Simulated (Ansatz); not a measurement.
# C₂H₄Si (SMILES C#[Si]C): one structure at several levels

The task here is to estimate one member of a computed series from the others.

The runs use Ansatz 0.2.0, Gaussian basis; single points in def2-TZVPP.

Correlated methods freeze the cores.

## The starting structure

SMILES `C#[Si]C`, 7 atoms, charge 0, spin multiplicity 1.

Atoms are counted from 1 here; the program's logs count them from 0.

Bond lengths: C1–Si2 1.704 Å, C1–H4 1.140 Å, Si2–C3 1.928 Å, C3–H5 1.065 Å, C3–H6 1.119 Å, C3–H7 1.071 Å. Angles: Si2–C1–H4 118.3°, C1–Si2–C3 164.8°, Si2–C3–H5 112.8°, Si2–C3–H6 105.9°, Si2–C3–H7 107.5°, H5–C3–H6 108.1°, H5–C3–H7 113.6°, H6–C3–H7 108.6°.

As a file:

```mol
C2H4Si
  3D, bonds by distance, orders not assigned

  7  6  0  0  0  0  0  0  0  0999 V2000
   -1.5578   -1.6166   -0.7434 C   0  0
   -0.5354   -0.3858   -0.1569 Si  0  0
    0.9691    0.7553    0.2328 C   0  0
   -2.6457   -1.6239   -0.4024 H   0  0
    1.0599    1.5659   -0.4515 H   0  0
    0.7774    1.1796    1.2503 H   0  0
    1.8399    0.1337    0.2802 H   0  0
  1  2  8  0
  1  4  8  0
  2  3  8  0
  3  5  8  0
  3  6  8  0
  3  7  8  0
M  END
```

The first run:

Contents of run/in.yaml:

```yaml
crystal:
  periodic: [false, false, false]
  atoms:
    - {symbol: C, position_ang: [-1.557800, -1.616600, -0.743400]}
    - {symbol: Si, position_ang: [-0.535400, -0.385800, -0.156900]}
    - {symbol: C, position_ang: [0.969100, 0.755300, 0.232800]}
    - {symbol: H, position_ang: [-2.645700, -1.623900, -0.402400]}
    - {symbol: H, position_ang: [1.059900, 1.565900, -0.451500]}
    - {symbol: H, position_ang: [0.777400, 1.179600, 1.250300]}
    - {symbol: H, position_ang: [1.839900, 0.133700, 0.280200]}
basis:
  gaussian: {orbitals: def2-TZVPP}
correlation: {method: ccsd_t}
output: {forces: true}
```

The command line of these runs was not kept.

Steps of the session up to this table: CCSD(T)/def2-TZVPP; PBE0-D4/def2-TZVPP; wB97M-V/def2-TZVPP; r2SCAN-D4/def2-TZVPP; PBE-D4/def2-TZVPP; B97M-V/def2-TZVPP; BLYP-D4/def2-TZVPP.

One of the session's tables, all rows but one given; the rest of the session is left out.

```
   method  RMS force component (eV/Å)  angle to CCSD(T) forces (°)  dipole (D)
  CCSD(T)                       0.701                    reference        3.61
  PBE0-D4                       0.821                         17.2        4.20
  wB97M-V                       0.889                         22.4        4.35
r2SCAN-D4                       0.768                         13.6        4.11
   PBE-D4                           ?                            ?           ?
   B97M-V                       0.772                         13.4        4.05
  BLYP-D4                       0.696                         10.6        3.93
```

**Question.** Estimate the row for PBE-D4.

As computed: RMS force component (eV/Å): 0.714; angle to CCSD(T) forces (°): 13.5; dipole (D): 3.96. In the column «RMS force component (eV/Å)» it lies between CCSD(T) (0.701) and r2SCAN-D4 (0.768).
